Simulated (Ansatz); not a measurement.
Conformers of `CC(C)CC(C)(C)C`, each relaxed with PBE0-D4/def2-TZVP in Ansatz. CBS adds the triple-zeta coupled-cluster correction to the MP2 limit.

Not all of them had a frequency check.

Conformer A:

Z-matrix (Å, degrees):
```
C
C 1 1.523
H 1 1.090 2 112.5
H 1 1.093 2 110.4 3 119.8
H 1 1.095 2 111.0 3 -121.0
C 2 1.530 1 114.8 3 68.4
C 2 1.524 1 109.7 3 -168.8
H 2 1.097 1 107.9 3 -52.1
C 6 1.541 2 120.3 1 -63.1
H 6 1.097 2 106.4 1 175.3
H 6 1.099 2 108.5 1 62.2
H 7 1.095 2 110.7 1 -62.5
H 7 1.093 2 111.5 1 177.7
H 7 1.093 2 111.2 1 57.1
C 9 1.529 6 112.2 2 80.7
C 9 1.526 6 111.2 2 -42.7
C 9 1.529 6 107.2 2 -161.4
H 15 1.094 9 110.7 6 56.0
H 15 1.090 9 112.7 6 -64.8
H 15 1.094 9 110.2 6 175.0
H 16 1.094 9 110.4 6 -174.0
H 16 1.093 9 111.9 6 66.2
H 16 1.094 9 111.2 6 -54.5
H 17 1.094 9 111.0 6 -177.1
H 17 1.094 9 110.9 6 -57.3
H 17 1.094 9 111.1 6 62.7
```

Conformer B:

Cartesian coordinates in Å:
```
C 0.533 1.748 -1.388
C -0.786 1.174 -0.888
C -1.441 0.315 -1.964
C -0.734 0.510 0.498
C 0.282 -0.589 0.873
C 1.678 -0.015 1.119
C -0.205 -1.198 2.189
C 0.373 -1.704 -0.165
H 1.017 2.372 -0.634
H 0.363 2.365 -2.274
H 1.234 0.961 -1.675
H -1.458 2.030 -0.740
H -2.392 -0.099 -1.618
H -0.808 -0.518 -2.274
H -1.646 0.916 -2.855
H -0.608 1.308 1.241
H -1.736 0.101 0.680
H 2.129 0.386 0.212
H 2.343 -0.794 1.502
H 1.644 0.787 1.861
H -1.179 -1.681 2.064
H 0.500 -1.950 2.555
H -0.309 -0.432 2.963
H 0.818 -1.355 -1.099
H 0.999 -2.517 0.212
H -0.612 -2.120 -0.393
```

Task: Which is lowest in electronic energy at CCSD(T)/CBS (frozen core, def2 sets), and by how much? (An estimate is asked.)

Result: The calculation gave: A; B lies 11.5 kJ/mol higher.

Task: Give the energies relative to A (kJ/mol) with ωB97M-V/def2-TZVPP, r2SCAN/def2-TZVPP, PBE0/def2-TZVPP, MP2/def2-TZVPP, MP2/def2-QZVPP, SCS-MP2/def2-QZVPP, CCSD/CBS(def2). (Best estimate.)

Result: Ansatz gave: 
```
             level     B
ωB97M-V/def2-TZVPP  11.2
 r2SCAN/def2-TZVPP  12.3
   PBE0/def2-TZVPP  12.6
    MP2/def2-TZVPP  11.7
    MP2/def2-QZVPP  11.8
SCS-MP2/def2-QZVPP  11.8
    CCSD/CBS(def2)  11.8
```
